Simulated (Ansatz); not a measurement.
# Ethanol (C2H6O): small, medium and large basis sets

One table from this session's results is given with a row withheld; the runs are named, their logs left out.

Method: one geometry, several basis sets; program: Ansatz 0.2.0, Gaussian basis.

Plan: PBE0-D4/def2-SVP; ωB97M-V/def2-SVP; PBE0-D4/def2-QZVPP; ωB97M-V/def2-QZVPP; CCSD(T)/cc-pV(D+d)Z; CCSD(T)/cc-pV(T+d)Z; CCSD(T)/cc-pV(Q+d)Z; the functionals' def2-TZVPP values are taken from earlier runs.

## Structure used throughout

The geometry comes from an earlier relaxation with PBE0-D4 in a triple-zeta def2 set; it is a stationary point, not always the lowest conformer.

SMILES `CCO`, 9 atoms, charge 0, spin multiplicity 1.

Atoms are counted from 1 here; the program's logs count them from 0.

Bond lengths: C1–C2 1.513 Å, C1–H4 1.093 Å, C1–H5 1.092 Å, C1–H6 1.095 Å, C2–O3 1.413 Å, C2–H7 1.093 Å, C2–H8 1.099 Å, O3–H9 0.961 Å. Angles: C2–C1–H4 110.8°, C2–C1–H5 110.6°, C2–C1–H6 111.1°, H4–C1–H5 108.5°, H4–C1–H6 107.5°, H5–C1–H6 108.2°, C1–C2–O3 112.9°, C1–C2–H7 110.3°, C1–C2–H8 110.2°, O3–C2–H7 105.5°, O3–C2–H8 110.8°, H7–C2–H8 107.0°, C2–O3–H9 108.2°.

Set-up of the first run:

The input, in.yaml:

```yaml
crystal:
  periodic: [false, false, false]
  atoms:
    - {symbol: C, position_ang: [-0.536351, 0.571572, -0.468353]}
    - {symbol: C, position_ang: [0.307394, -0.599999, -0.015272]}
    - {symbol: O, position_ang: [1.205515, -0.261447, 1.021635]}
    - {symbol: H, position_ang: [-1.181995, 0.285447, -1.302881]}
    - {symbol: H, position_ang: [0.097564, 1.400899, -0.789036]}
    - {symbol: H, position_ang: [-1.181590, 0.928089, 0.340830]}
    - {symbol: H, position_ang: [0.932291, -0.956614, -0.837471]}
    - {symbol: H, position_ang: [-0.337826, -1.437573, 0.285580]}
    - {symbol: H, position_ang: [0.695008, 0.069637, 1.764957]}
basis:
  gaussian: {orbitals: def2-SVP}
hamiltonian: {xc: pbe0, dispersion: d4}
output: {orbitals: {seedname: orbitals}}
```

Launch:

```bash
$ ansatz run in.yaml --threads 2 --pin off --events-out ev --progress --plain --max-ram 32768MiB --backend cpu
```

Steps of the session up to this table: PBE0-D4 in def2-SVP; ωB97M-V in def2-SVP; PBE0-D4 in def2-QZVPP; ωB97M-V in def2-QZVPP.

One table of the session follows, with a row left open; its other results are not shown here.

It belongs to the step «Functionals by basis». 

```
functional       basis  HOMO (eV)  LUMO (eV)
   PBE0-D4    def2-SVP          ?          ?
   PBE0-D4  def2-TZVPP      -7.83       1.06
   PBE0-D4  def2-QZVPP      -7.89       0.62
   ωB97M-V    def2-SVP     -10.02       3.40
   ωB97M-V  def2-TZVPP     -10.29       2.49
   ωB97M-V  def2-QZVPP     -10.35       1.78
```

Q: Estimate the row for PBE0-D4, def2-SVP from the others.

**Answer.** HOMO (eV): -7.57; LUMO (eV): 1.76. In the column «HOMO (eV)» it is the highest.
